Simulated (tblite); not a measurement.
Compound: C5H7O (doublet state).
Z-matrix (Å and degrees, GFN2-xTB geometry), rows numbered from 1:
```
O 
C   1  1.4022
C   2  1.4945  1  115.05
C   3  1.3481  2  123.77  1    -6.29
C   4  1.3572  3  152.06  2     0.98
C   5  1.4809  4   63.54  3  -179.73
H   1  0.9640  2  108.17  3    38.20
H   2  1.1078  1  110.05  3  -122.92
H   2  1.0974  1  106.21  3   121.93
H   3  1.0797  2  116.02  1   175.04
H   5  1.0607  4  151.29  6  -174.42
H   6  1.0862  4  119.49  5   107.13
H   6  1.0865  4  119.52  5  -106.98
```

Computed with GFN2-xTB (tblite): harmonic, unscaled wavenumbers at the GFN2-xTB geometry, gas phase. Errors from tens to a few hundred cm⁻¹ against measured bands are possible. One conformer, not necessarily the lowest. Open shells enter through the occupations alone, without spin polarisation, and single modes of such species can be off by tens of per cent.

Harmonic wavenumbers (cm⁻¹): 80.0, 149.8, 162.9, 262.6, 338.5, 352.2, 379.1, 598.2, 681.2, 826.6, 912.4, 923.9, 954.2, 979.1, 990.1, 1038.9, 1104.7, 1119.7, 1162.7, 1195.5, 1263.3, 1339.1, 1361.7, 1450.3, 1460.4, 1730.3, 2767.3, 2912.7, 2976.1, 3000.7, 3076.9, 3240.7, 3537.9.

A = 8893, B = 2348, C = 1907 MHz; mass 83.050 u (most abundant isotopes); point group C1, symmetry number 1; spin multiplicity 2.

**Question.** What is the zero-point energy?

**Answer.** Half the sum of the wavenumbers: 22165 cm⁻¹ = 63.37 kcal/mol.

**Question.** What is S at 273.15 K and 1 bar for an ideal gas of classical rigid rotors and harmonic oscillators?

**Answer.** Translation 38.76, rotation 26.23, vibration 14.51, spin (R ln 2) 1.38: S = 80.9 cal/(mol K).

**Question.** And Cp and H(273.15 K) − H(0)?

**Answer.** Cp = 25.06 cal/(mol K), of which vibrations give 17.11 (their classical limit is 33 R = 65.6); H(273.15 K) − H(0) = 4.43 kcal/mol without the zero-point energy, 2.25 from vibrations.

**Question.** Blend soft modes into free rotors: weight 1/[1 + (100 cm⁻¹/ν̃)⁴] for the oscillator and the rest for a rotor with moment μB/(μ + B), μ = h/(8π²ν), B = 10⁻⁴⁴ kg m². What vibrational entropy results?

**Answer.** 13.98 cal/(mol K) in place of 14.51, which changes −T·S at 273.15 K by +0.15 kcal/mol.

**Question.** Which modes carry the vibrational entropy at 273.15 K?

**Answer.** 80.0 cm⁻¹: 3.72; 149.8 cm⁻¹: 2.51; 162.9 cm⁻¹: 2.35; 262.6 cm⁻¹: 1.49; 338.5 cm⁻¹: 1.08; 352.2 cm⁻¹: 1.02 cal/(mol K); the other 27 give 2.33 together.

**Question.** How do the functions run with temperature in this model?

**Answer.** 
```
 T (K)  S (cal/(mol K))  Cp (cal/(mol K))  H − H(0) (kcal/mol)  G − H(0) (kcal/mol)  ln q(vib)
   150             68.5              17.3                 1.83                -8.44       1.32
   250             78.7              23.5                 3.86               -15.82       2.80
298.15             83.1              26.7                 5.07               -19.72       3.53
   400             92.0              33.4                 8.14               -28.64       5.11
   600            107.6              43.7                15.92               -48.63       8.24
   900            127.3              53.3                30.58               -83.95      12.78
```

q(vib) and H(0) count from the zero-point level.

**Question.** What must be added to the electronic energy to get the Gibbs energy at 273.15 K and 1 bar?

**Answer.** ZPE + [H(273.15 K) − H(0)] − T·S = 63.37 + 4.43 − 22.09 = 45.71 kcal/mol.

Hindered rotation and anharmonicity are outside this model. Other conformers, if any are populated, would add a mixing term that is left out. The structure is chiral; the term R ln 2 for an equal mix with its mirror image is left out.

The run took 0.25 s wall on Arm Neoverse V1, one thread, no GPU, on a shared host. This covers the Hessian and the dipole derivatives.
